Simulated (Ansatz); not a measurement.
This geometry of BH4N + H2 (8 atoms, charge 0, multiplicity 1) is a first-order saddle point.

These are results of Ansatz, RKS PBE/cc-pVDZ, not measurements.

```xyz
8
Properties=species:S:1:pos:R:3
B -0.002 0.068 0.312
N -0.056 0.322 1.869
H -0.864 -0.058 2.365
H 0.810 0.165 2.387
H 1.098 -0.198 -0.136
H -0.987 -0.467 -0.163
H -0.166 1.388 -0.114
H -0.174 1.336 0.881
```

(1) Which two structures does it join? (They come from a converged band through this point; their orientation in space is the band's.)

(2) How far does it lie above each of them?

Results:

(1) Bonds broken: H7–H8. Bonds formed: B1–H7, N2–H8. BH4N + H2 becomes BH6N.

Initial state:

```xyz
8
Properties=species:S:1:pos:R:3
B 0.121 -0.906 0.239
N 0.023 -0.178 1.427
H -0.859 -0.009 1.913
H 0.829 0.215 1.916
H 1.219 -1.070 -0.257
H -0.894 -1.351 -0.259
H -0.439 3.302 1.286
H -0.340 2.554 1.134
```

Final state:

```xyz
8
Properties=species:S:1:pos:R:3
B 0.078 0.218 0.094
N -0.156 0.415 1.710
H -0.445 -0.462 2.166
H 0.700 0.733 2.187
H 0.975 -0.619 -0.001
H -1.004 -0.172 -0.343
H 0.401 1.330 -0.322
H -0.888 1.112 1.910
```

(2) 136.6 kJ/mol above the first and 145.3 kJ/mol above the second. This is the barrier of this one path; another mechanism may lie lower. The orbitals stay closed-shell, which can raise the energy where a bond breaks towards radicals; this wasn't checked here.

Time of the run: 120 s on 1 thread of Arm Neoverse V2 (shared host), peak memory 0.1 GiB.
